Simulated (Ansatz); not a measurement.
One elementary step

Start structure (CH8OSi, closed shell), relaxed at PBE0-D4/def2-TZVP:

```xyz
11
angstrom
Si -0.8934 0.4750 0.5798
O -0.8082 -1.1660 0.3963
H -2.1639 0.9989 -0.0006
H -0.8836 0.8385 2.0266
C 0.5788 1.1880 -0.2939
H 1.2052 -2.2075 -0.8545
H 1.8115 -2.4440 -1.2230
H -1.4991 -1.6961 0.7944
H 0.5639 0.9265 -1.3543
H 0.5816 2.2778 -0.2099
H 1.5072 0.8088 0.1389
```

The step: CH₆OSi ([CH3][SiH2][OH]) + H₂ → CH₆Si ([CH3][SiH3]) + H₂O; bonds formed: Si1–H7, O2–H6; bonds broken: Si1–O2, H6–H7. Ansatz 0.2.0; basis: def2-TZVPP and def2-QZVPP; cores frozen in the correlated methods. Extrapolation: Hartree–Fock as exp(−7.88 √X), correlation as X^−2.97. Energies below are by CCSD(T) at an estimated basis limit (MP2 extrapolated from triple and quadruple zeta, plus CCSD(T) − MP2 in triple zeta).

Task: What are the electronic barrier and the energy of the step, from the start structure to the end structure? (An estimate is asked for; the value comes from the calculation.)

Result: The calculation gives: Barrier 57.08 kcal/mol; step energy 15.66 kcal/mol (uphill); reverse barrier, their difference, 41.43 kcal/mol. Barrier and step energy count from the start structure, the reverse barrier from the end structure.

The saddle point: One imaginary mode of 1114i cm⁻¹.
```tsv
pair	start (Å)	saddle (Å)	end (Å)
Si1–H7	4.37	1.76	1.49
O2–H6	2.59	1.11	0.96
Si1–O2	1.65	1.89	3.37
H6–H7	0.75	1.17	2.60
```

Zero-point energy (harmonic, PBE0-D4): ZPE is 49.80 kcal/mol at the start and 51.32 kcal/mol at the saddle, so the barrier goes from 57.08 to 58.60 kcal/mol.

The T1 diagnostic stays at or below 0.012.

Labels in which every atom is bracketed show which atoms are joined, not bond orders.

For scale, one of the runs: CCSD(T)/def2-TZVPP, 216 basis functions, launched by `ansatz run in.yaml --threads 4 --pin off --events-out ev --progress --plain --max-ram 9574MiB`. The run took 62 s on 4 CPU threads of an Intel Xeon (shared host), with 3.1 GiB of host memory at its peak.
